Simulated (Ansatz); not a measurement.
Correlation methods on C2H, doublet

Calculated in Ansatz's Gaussian-basis code; BCCD by scripts on PySCF. Nonrelativistic, STO-3G, 2 core orbitals frozen. Perturbation and coupled-cluster methods stand on the Hartree–Fock determinant that coupled cluster favours; RHF here means ROHF, with semicanonical perturbation theory. The state met can differ between shapes. A minimal or small basis: far from the basis limit. The unrestricted determinant is a mixture of spins, so it may stand for another state.

Shape A. A bond is stretched, to 1.56 times the sum of the covalent radii.

```json
{"atom": "C", "x (Å)": "0.0000", "y (Å)": "0.0000", "z (Å)": "0.0000"}
{"atom": "H", "x (Å)": "0.0000", "y (Å)": "0.0000", "z (Å)": "-1.0470"}
{"atom": "C", "x (Å)": "0.0000", "y (Å)": "0.0000", "z (Å)": "2.3731"}
```

Shape B:

```csv
atom,x (Å),y (Å),z (Å)
C,0.0000,0.0000,0.0000
H,0.0000,0.0000,-1.0994
C,0.0000,0.0000,1.2170
```

Shape C. A bond is stretched, to 1.61 times the sum of the covalent radii.

```
atom   x (Å)   y (Å)    z (Å)
   C  0.0000  0.0000   0.0000
   H  0.0000  0.0000  -1.7275
   C  0.0000  0.0000   1.2170
```

Correlation energy of CCSD(T), then each method's total less that of CCSD(T), in eV:

```json
{"case": "A UHF", "E corr CCSD(T)": "-1.418", "CCSD": "+0.018", "BCCD": "+0.004", "BCCD(T)": "-0.027", "determinant": "⟨S²⟩ = 2.581"}
{"case": "B RHF", "E corr CCSD(T)": "-4.545", "CCSD": "+0.022", "BCCD": "+0.022", "BCCD(T)": "0.000", "determinant": "–"}
{"case": "B UHF", "E corr CCSD(T)": "-3.799", "CCSD": "+0.019", "BCCD": "+0.026", "BCCD(T)": "+0.003", "determinant": "⟨S²⟩ = 1.342"}
{"case": "C RHF", "E corr CCSD(T)": "-5.827", "CCSD": "+0.067", "BCCD": "+0.072", "BCCD(T)": "-0.001", "determinant": "–"}
```

How far does full CI lie from CCSD(T) in each case, and where is CCSD(T) within 1 kcal/mol (0.043 eV)?

A UHF: -0.077 eV (outside, spin-contaminated determinant); B RHF: -0.058 eV (outside); B UHF: -0.055 eV (outside, spin-contaminated determinant); C RHF: -0.043 eV (within).

Several Brueckner solutions were met.
